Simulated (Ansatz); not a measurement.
Input file:

```yaml
crystal:
  periodic: [false, false, false]
  atoms:
    - {symbol: B, position_ang: [0.000000, 0.000000, 0.161933]}
    - {symbol: Al, position_ang: [0.000000, 0.000000, -1.778867]}
    - {symbol: H, position_ang: [0.000000, 0.000000, 1.616933]}
basis:
  gaussian: {orbitals: STO-3G}
magnetization: {spin_polarized: false, initial_magnetization: 3}
hamiltonian: {xc: {name: B3LYP}}
correlation: {method: bccd_t, electrons: outside_noble_gas}
scf: {lower_state_search: off}
```

```sh
$ ansatz run in.yaml --threads 1 --pin off --events-out ev --progress --plain --max-ram 2393MiB
```

Log:

```
these checks for a lower state are left out or cut short: stability, starts, cluster_reference, orbital_swaps, neighbouring_geometries, increment
168 factors; integrals over basis functions are off by at most 7.5e-5 eV
mean field evaluation 1: about -7190.7854 eV, gradient 2.0e1 eV
mean field evaluation 2: about -7190.7627 eV, gradient 2.0e1 eV
mean field evaluation 4: about -7193.8010 eV, gradient 5.4e0 eV
mean field evaluation 8: about -7194.0687 eV, gradient 1.1e-1 eV
mean field evaluation 16: about -7194.0688 eV, gradient 1.6e-6 eV
mean field -7194.06878840 eV, -264.3771516587 hartree, gradient 1.5e-6 eV, S^2 3.750000; 0 other end points of the search recorded, 0 dependent functions left out
6 core orbitals not correlated: weight in the atoms' cores, before any rotation towards them, 0.999 or more for the frozen orbitals, at most 0.000 for the correlated occupied ones
reference -7175.38432479 eV, -263.6905102858 hartree; 5, 2 occupied and 4, 7 virtual orbitals, 168 factors
second order -1.93945063 eV of doubles, -0.18195419 eV of singles
cycle   1  -2.50599444 eV  change   -3.8e-1 eV  update   8.2e-2
cycle   2  -2.68922157 eV  change   -1.8e-1 eV  update   3.3e-2
cycle   3  -2.77971886 eV  change   -9.0e-2 eV  update   1.5e-2
cycle   4  -2.78015043 eV  change   -4.3e-4 eV  update   4.3e-3
cycle   5  -2.78137242 eV  change   -1.2e-3 eV  update   1.6e-3
cycle   6  -2.78055906 eV  change    8.1e-4 eV  update   6.1e-4
cycle   7  -2.78069715 eV  change   -1.4e-4 eV  update   2.7e-4
cycle   8  -2.78096511 eV  change   -2.7e-4 eV  update   1.0e-4
cycle   9  -2.78090421 eV  change    6.1e-5 eV  update   4.0e-5
cycle  10  -2.78090579 eV  change   -1.6e-6 eV  update   1.7e-5
cycle  11  -2.78090768 eV  change   -1.9e-6 eV  update   7.8e-6
perturbative correction -0.05835989 eV, -0.0021446865 hartree
Total energy: -7178.22359236 eV, -263.7948514447 hartree
Checks for a lower state left out: stability, starts, cluster_reference, orbital_swaps, neighbouring_geometries, increment
```

Ran on 1 thread of Arm Neoverse V1, shared host: 0.54 s wall, 0.15 GiB peak host memory.
